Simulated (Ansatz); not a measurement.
## C5H9O (charge -1), SMILES C=CCC(C)[O-]: a ranking of conformers

Computed with Ansatz's Python interface.

`run_conformers.py`:
```python
"""Conformer energies of C5H9O(-)."""

import ansatz as az
from rdkit import Chem
from rdkit.Chem import AllChem

BASIS_SET = "cc-pVDZ"
FUNCTIONAL = "pbe0"
NET_CHARGE = -1


def main() -> None:
    rd = Chem.AddHs(Chem.MolFromSmiles("C=CCC(C)[O-]"))
    ids = list(AllChem.EmbedMultipleConfs(rd, numConfs=20, randomSeed=108, pruneRmsThresh=0.4))
    field = [energy for _, energy in AllChem.MMFFOptimizeMoleculeConfs(rd)]
    distinct = {round(e, 2): i for i, e in zip(ids, field)}
    chosen = sorted(distinct.items())[:4]
    found = []
    for force_field, index in chosen:
        geometry = az.Crystal.molecule()
        for atom, xyz in zip(rd.GetAtoms(), rd.GetConformer(index).GetPositions()):
            geometry = geometry.atom(atom.GetSymbol(), xyz.round(5).tolist())
        setup = (
            geometry.calculation()
            .basis(gaussian=BASIS_SET)
            .functional(FUNCTIONAL)
            .charge(NET_CHARGE)  # electrons removed from the neutral system
            .accuracy("medium")  # preset for grids and thresholds
        )
        found.append(setup.run(threads=1, pin="off").report["free_energy_ev"])
    print("conformer   MMFF (kcal/mol)   this level (eV)")
    for (force_field, index), e in zip(chosen, found):
        print(f"{index:9d} {force_field - chosen[0][0]:17.2f} {(e - min(found)):17.3f}")


if __name__ == "__main__":
    main()
```

Running `python run_conformers.py` prints:
```text
conformer   MMFF (kcal/mol)   this level (eV)
        8              0.00             0.065
        2              0.42             0.000
        3              0.49             0.044
        6              1.11             0.007
```

These settings explore the input space; basis and method may be short of convergence. The conformers keep their force-field geometries. Anions want diffuse functions, which this basis lacks. Finished in 20 s on 1 thread of Arm Neoverse V2 (shared host), peak memory 0.38 GiB.
